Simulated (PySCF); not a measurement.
CH3F.
SMILES with atom numbers: `[CH3:1][F:2]` (hydrogens: H3, H4, H5 on C1)

Computed, not measured: core-valence-separated Tamm–Dancoff BHandHLYP/aug-pcX-1 (pcseg-1 on H) in PySCF, non-relativistic, gas phase, PBE0-D3(BJ)/def2-SVP geometry.

Computed carbon K-edge spectrum, Gaussian lines of 0.3 eV full width, highest printed point 100; it ends one width below the last computed root. The energies are unshifted.

photon energy (eV), absorption and a bar:
```
    286.4          1 
    286.5          9 ###
    286.6         31 #########
    286.7         59 ##################
    286.8         60 ##################
    286.9         33 ##########
    287.0         10 ###
    287.1          2 
    287.2          0 
    287.3          0 
    287.4          0 
    287.5          0 
    287.6          0 
    287.7          0 
    287.8          0 
    287.9          3 #
    288.0         19 ######
    288.1         60 ##################
    288.2        100 ##############################
    288.3         90 ###########################
    288.4         44 #############
    288.5         12 ###
    288.6          2 
    288.7          0 
    288.8          0 
    288.9          0 
    289.0          0 
    289.1          0 
    289.2          0 
    289.3          0 
    289.4          0 
    289.5          0 
    289.6          0 
    289.7          0 
    289.8          0 
    289.9          3 #
    290.0         12 ###
    290.1         24 #######
    290.2         30 #########
    290.3         34 ##########
    290.4         38 ############
    290.5         32 ##########
    290.6         16 #####
    290.7          4 #
    290.8          1 
    290.9          0 
    291.0          0 
    291.1          0 
    291.2          0 
    291.3          0 
    291.4          0 
    291.5          0 
    291.6          0 
    291.7          0
```

**Question.** Where are the maxima, and which lines make them up?

**Answer.** 3 maxima:
- 286.7 eV: C1 (sp3 C–F carbon), 286.75 eV, f = 0.048, 100 % of the height at the exact maximum
- 288.2 eV: C1 (sp3 C–F carbon), 288.23 eV, f = 0.078, sum of 2, 100 % of the height at the exact maximum
- 290.4 eV: C1 (sp3 C–F carbon), 290.44 eV, f = 0.027, 91 % of the height at the exact maximum

Further lines of some strength in the range: C1, 290.16 eV, f = 0.019, sum of 2.

Roots within 0.03 eV on the same or equivalent atoms count as one line; shares under 12 % aren't listed.

Vibrational structure and lifetime widths aren't in the curve. The ionisation threshold wasn't computed; near and above it a finite basis only mimics Rydberg series and continuum.
